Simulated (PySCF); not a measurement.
C2H5F.
SMILES with atom numbers: `[CH3:1][CH2:2][F:3]` (hydrogens: H4, H5, H6 on C1; H7, H8 on C2)

The same species was optimised twice, with GFN2-xTB and with PBE0-D3(BJ)/def2-SVP (PySCF), and the same property calculations (PySCF, gas phase) were run on both structures.

| coordinate | GFN2-xTB | PBE0-D3(BJ)/def2-SVP | change |
| --- | --- | --- | --- |
| C1–H4 (Å) | 1.086 | 1.100 | +0.014 |
| C1–H6 (Å) | 1.087 | 1.100 | +0.013 |
| C1–H5 (Å) | 1.087 | 1.100 | +0.013 |
| C1–C2 (Å) | 1.517 | 1.506 | -0.011 |
| C2–H7 (Å) | 1.095 | 1.104 | +0.009 |
| C2–H8 (Å) | 1.095 | 1.104 | +0.009 |
| C2–F3 (Å) | 1.376 | 1.374 | -0.002 |
| H7–C2–H8 (°) | 109.9 | 107.8 | -2.1 |
| F3–C2–H8 (°) | 106.4 | 108.2 | +1.8 |
| F3–C2–H7 (°) | 106.4 | 108.2 | +1.8 |
| C2–C1–H4 (°) | 109.5 | 110.5 | +1.0 |
| H4–C1–H5 (°) | 109.1 | 108.3 | -0.8 |
| H4–C1–H6 (°) | 109.1 | 108.3 | -0.8 |
| C1–C2–H8 (°) | 111.8 | 111.1 | -0.7 |
| C1–C2–H7 (°) | 111.8 | 111.1 | -0.7 |

Rotational constants: A = 36845, B = 9405, C = 8276 MHz (GFN2-xTB) against A = 36569, B = 9442, C = 8294 MHz (PBE0-D3(BJ)/def2-SVP). Point groups within 0.08 Å: Cs and Cs. Atoms that the bonding makes alike are paired by their places after alignment.

On the GFN2-xTB structure: HOMO (eV) -9.29 [PBE0/pcSseg-1]; LUMO (eV) 1.67 [PBE0/pcSseg-1]; dipole (D) 1.89 [PBE0/pcSseg-1]; GIAO shielding of C1 (ppm) 168.1 [PBE0/pcSseg-1]; GIAO shielding of C2 (ppm) 104.2 [PBE0/pcSseg-1]; GIAO shielding of F3 (ppm) 411.7 [PBE0/pcSseg-1].

Task: What do these properties become on the PBE0-D3(BJ)/def2-SVP structure?

Result: 
```tsv
property	level	on GFN2-xTB	on PBE0-D3(BJ)/def2-SVP	change
HOMO (eV)	PBE0/pcSseg-1	-9.29	-9.26	+0.03
LUMO (eV)	PBE0/pcSseg-1	1.67	1.63	-0.04
dipole (D)	PBE0/pcSseg-1	1.89	1.88	-0.01
energy, GFN2-xTB geometry as zero (kcal/mol)	PBE0/pcSseg-1	0.0	-0.2	-0.2
GIAO shielding of C1 (ppm)	PBE0/pcSseg-1	168.1	166.2	-1.9
GIAO shielding of C2 (ppm)	PBE0/pcSseg-1	104.2	104.5	+0.3
GIAO shielding of F3 (ppm)	PBE0/pcSseg-1	411.7	409.6	-2.1
```

The heavy atoms differ by 0.005 Å rms after alignment. Among all bonds C1–H4, C1–H5 and C1–H6 change most and about equally (+0.013 to +0.014 Å). Changes are differences of the printed values. Neither structure is proved a minimum here.
